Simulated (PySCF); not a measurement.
**BClO (boron chloride oxide): PBE0/STO-3G**

Aim: the vertical singlet–triplet gap of BClO (boron chloride oxide) at PBE0/STO-3G, from 2 runs. 

The calculation is run with PySCF 2.14.0.

14 further runs of the same task are left out: 4 that didn't finish, 10 set aside as unsound or not needed.

### Step 1. Starting point

BClO has 3 atoms, charge 0, and is taken as a singlet. As SMILES, `O=BCl`. The coordinates come from a GFN2-xTB relaxation.

Bond lengths: O1–B2 1.193 Å, B2–Cl3 1.639 Å. Angles: O1–B2–Cl3 179.9°.

### Step 2. The energy at PBE0/STO-3G

File input.py:

```python
# boron chloride oxide
from pyscf import gto, dft

mol = gto.M(
    atom='''
O      1.926689     1.145552     1.184839
B      0.213690     0.125894     0.131279
Cl    -2.140379    -1.271427    -1.316119
''',
    unit='bohr',
    basis='sto-3g',
    max_memory=1860,
    charge=0,
    verbose=4,
)

mf = dft.RKS(mol)
mf.xc = 'pbe0'
mf.conv_tol = 1e-10
mf.grids.level = 5
mf.kernel()
if not mf.converged:
    mf = mf.newton().run(mf.mo_coeff, mf.mo_occ)

energy = mf.e_tot
print('E = %.10f Eh' % energy)
```

Launch:

```bash
$ OMP_NUM_THREADS=1 python input.py
```

Log:

```text
PySCF version 2.14.0

[INPUT] num. atoms = 3
[INPUT] num. electrons = 30
[INPUT] charge = 0
[INPUT] spin (= nelec alpha-beta = 2S) = 0
[INPUT] symmetry False subgroup None
[INPUT] Mole.unit = bohr
[INPUT] Symbol           X                Y                Z      unit          X                Y                Z       unit  Magmom
[INPUT]  1 O      1.019559911330   0.606200012324   0.626989797409 AA    1.926689000000   1.145552000000   1.184839000000 Bohr   0.0
[INPUT]  2 B      0.113079878201   0.066620235792   0.069469855072 AA    0.213690000000   0.125894000000   0.131279000000 Bohr   0.0
[INPUT]  3 Cl    -1.132639789532  -0.672810193748  -0.696460181659 AA   -2.140379000000  -1.271427000000  -1.316119000000 Bohr   0.0

nuclear repulsion = 70.6031056949692
number of shells = 11
number of NR pGTOs = 57
number of NR cGTOs = 19
basis = sto-3g
ecp = {}

******** <class 'pyscf.dft.rks.RKS'> ********
method = RKS
initial guess = minao
damping factor = 0
level_shift factor = 0
DIIS = <class 'pyscf.scf.diis.CDIIS'>
diis_start_cycle = 1
diis_space = 8
diis_damp = 0
SCF conv_tol = 1e-10
SCF conv_tol_grad = None
SCF max_cycles = 50
direct_scf = True
direct_scf_tol = 1e-13
XC library pyscf.dft.libxc version 7.0.0
    S. Lehtola, C. Steigemann, M. J.T. Oliveira, and M. A.L. Marques.,  SoftwareX 7, 1–5 (2018)
XC functionals = pbe0
radial grids:
    Treutler-Ahlrichs [JCP 102, 346 (1995); DOI:10.1063/1.469408] (M4) radial grids

becke partition: Becke, JCP 88, 2547 (1988); DOI:10.1063/1.454033
pruning grids: <function nwchem_prune>
grids dens level: 5
symmetrized grids: False
atomic radii adjust function: <function treutler_atomic_radii_adjust>
small_rho_cutoff = 0
Set gradient conv threshold to 1e-05
Initial guess from minao.
tot grids = 129184
init E= -553.846990172229
  HOMO = -0.404894029092672  LUMO = 0.0722664225902396  gap/eV = 12.98420
cycle= 1 E= -553.567566111214  delta_E= 0.279  |g|= 0.711  |ddm|= 2.66
  HOMO = -0.137056937961549  LUMO = 0.137090392159929  gap/eV = 7.45993
cycle= 2 E= -552.591613897431  delta_E= 0.976  |g|= 2.08  |ddm|= 2.79
  HOMO = -0.276742693014845  LUMO = 0.138071528287673  gap/eV = 11.28767
cycle= 3 E= -553.743052108594  delta_E= -1.15  |g|= 0.0995  |ddm|= 2.02
  HOMO = -0.279668426110544  LUMO = 0.158390281844495  gap/eV = 11.92018
cycle= 4 E= -553.745722546333  delta_E= -0.00267  |g|= 0.0416  |ddm|= 0.161
  HOMO = -0.284453362531775  LUMO = 0.153870024303183  gap/eV = 11.92739
cycle= 5 E= -553.746246372483  delta_E= -0.000524  |g|= 0.00873  |ddm|= 0.0465
  HOMO = -0.28492010876467  LUMO = 0.153772877534568  gap/eV = 11.93744
cycle= 6 E= -553.746267526349  delta_E= -2.12e-05  |g|= 0.00026  |ddm|= 0.00938
  HOMO = -0.284936935838745  LUMO = 0.153768513905849  gap/eV = 11.93778
cycle= 7 E= -553.746267545027  delta_E= -1.87e-08  |g|= 2.58e-05  |ddm|= 0.000342
  HOMO = -0.284934934314299  LUMO = 0.153769539173073  gap/eV = 11.93776
cycle= 8 E= -553.74626754522  delta_E= -1.93e-10  |g|= 4.26e-07  |ddm|= 2.82e-05
  HOMO = -0.284934953077846  LUMO = 0.153769535854057  gap/eV = 11.93776
cycle= 9 E= -553.74626754522  delta_E= -3.41e-13  |g|= 1.42e-08  |ddm|= 5.65e-07
  HOMO = -0.284934954934325  LUMO = 0.153769536184519  gap/eV = 11.93776
Extra cycle  E= -553.746267545221  delta_E= -5.68e-13  |g|= 2.96e-08  |ddm|= 4.48e-08
converged SCF energy = -553.746267545221
E = -553.7462675452 Eh
```

Wall time 2.5 s (1 thread of Arm Neoverse V1, shared host); peak memory 0.19 GiB.

### Step 3. The triplet at the same level

File job.py:

```python
from pyscf import gto, dft

mol = gto.Mole()
mol.atom = [
    ('O', (1.019560, 0.606200, 0.626990)),
    ('B', (0.113080, 0.066620, 0.069470)),
    ('Cl', (-1.132640, -0.672810, -0.696460)),
]
mol.verbose = 4
mol.charge = 0
mol.basis = 'sto-3g'
mol.spin = 2
mol.max_memory = 1860
mol.build()

mf = dft.UKS(mol)
mf.xc = 'pbe0'
mf.conv_tol = 1e-10
mf.grids.level = 5
mf.kernel()
if not mf.converged:
    mf = mf.newton().run(mf.mo_coeff, mf.mo_occ)

etot = mf.e_tot
print(f'total energy: {etot:.8f} hartree')
```

Launch:

```bash
$ OMP_NUM_THREADS=1 python job.py
```

Log:

```text
PySCF version 2.14.0

[INPUT] num. atoms = 3
[INPUT] num. electrons = 30
[INPUT] charge = 0
[INPUT] spin (= nelec alpha-beta = 2S) = 2
[INPUT] symmetry False subgroup None
[INPUT] Mole.unit = angstrom
[INPUT] Symbol           X                Y                Z      unit          X                Y                Z       unit  Magmom
[INPUT]  1 O      1.019560000000   0.606200000000   0.626990000000 AA    1.926689167562   1.145551976711   1.184839382841 Bohr   0.0
[INPUT]  2 B      0.113080000000   0.066620000000   0.069470000000 AA    0.213690230166   0.125893554419   0.131279273874 Bohr   0.0
[INPUT]  3 Cl    -1.132640000000  -0.672810000000  -0.696460000000 AA   -2.140379397727  -1.271426633869  -1.316118656715 Bohr   0.0

nuclear repulsion = 70.6031021765182
number of shells = 11
number of NR pGTOs = 57
number of NR cGTOs = 19
basis = sto-3g
ecp = {}

******** <class 'pyscf.dft.uks.UKS'> ********
method = UKS
initial guess = minao
damping factor = 0
level_shift factor = 0
DIIS = <class 'pyscf.scf.diis.CDIIS'>
diis_start_cycle = 1
diis_space = 8
diis_damp = 0
SCF conv_tol = 1e-10
SCF conv_tol_grad = None
SCF max_cycles = 50
direct_scf = True
direct_scf_tol = 1e-13
number electrons alpha = 16  beta = 14
XC library pyscf.dft.libxc version 7.0.0
    S. Lehtola, C. Steigemann, M. J.T. Oliveira, and M. A.L. Marques.,  SoftwareX 7, 1–5 (2018)
XC functionals = pbe0
radial grids:
    Treutler-Ahlrichs [JCP 102, 346 (1995); DOI:10.1063/1.469408] (M4) radial grids

becke partition: Becke, JCP 88, 2547 (1988); DOI:10.1063/1.454033
pruning grids: <function nwchem_prune>
grids dens level: 5
symmetrized grids: False
atomic radii adjust function: <function treutler_atomic_radii_adjust>
small_rho_cutoff = 0
Set gradient conv threshold to 1e-05
tot grids = 129184
init E= -553.846989972377

[... the frontier-level lines of each cycle are left out ...]



cycle= 1 E= -553.291490721512  delta_E= 0.555  |g|= 0.385  |ddm|= 2.34


cycle= 2 E= -553.086377516127  delta_E= 0.205  |g|= 0.718  |ddm|= 1.54


cycle= 3 E= -553.438214431666  delta_E= -0.352  |g|= 0.127  |ddm|= 0.884


cycle= 4 E= -553.451965621721  delta_E= -0.0138  |g|= 0.0395  |ddm|= 0.261


cycle= 5 E= -553.453591401873  delta_E= -0.00163  |g|= 0.0114  |ddm|= 0.0981


cycle= 6 E= -553.453926950118  delta_E= -0.000336  |g|= 0.00277  |ddm|= 0.0655


cycle= 7 E= -553.454022521346  delta_E= -9.56e-05  |g|= 0.00103  |ddm|= 0.0516


cycle= 8 E= -553.454037042867  delta_E= -1.45e-05  |g|= 0.000221  |ddm|= 0.0263


cycle= 9 E= -553.454037258926  delta_E= -2.16e-07  |g|= 1.66e-05  |ddm|= 0.0029


cycle= 10 E= -553.454037260268  delta_E= -1.34e-09  |g|= 3.34e-06  |ddm|= 0.000242


cycle= 11 E= -553.454037260293  delta_E= -2.54e-11  |g|= 7.69e-07  |ddm|= 1.4e-05


Extra cycle  E= -553.454037260295  delta_E= -1.36e-12  |g|= 4.41e-07  |ddm|= 2.7e-06
converged SCF energy = -553.454037260295  <S^2> = 2.0033584  2S+1 = 3.0022381
total energy: -553.45403726 hartree
```

Wall time 4.2 s (1 thread of Arm Neoverse V1, shared host); peak memory 0.2 GiB.

### Step 4. Outcome

Level: PBE0/STO-3G.

| quantity | value |
| --- | --- |
| singlet: total energy | -553.74627 Eh |
| singlet: dipole moment | 0.42 D |
| singlet: HOMO energy | -7.75 eV |
| singlet: LUMO energy | 4.18 eV |
| singlet: HOMO–LUMO gap | 11.94 eV |
| triplet: total energy | -553.45404 Eh |
| triplet: dipole moment | 0.61 D |
| triplet: HOMO energy (highest over α and β) | 0.20 eV |
| triplet: ⟨S²⟩ | 2.003 |
| vertical energy of the triplet above the singlet | 7.952 eV |

In words: At this shape the triplet lies 7.95 eV (183 kcal/mol) above the singlet. In a minimal basis such a difference can be off by several eV, whatever the method. Mulliken charges (singlet) run from -0.20 on O1 to +0.31 on B2.
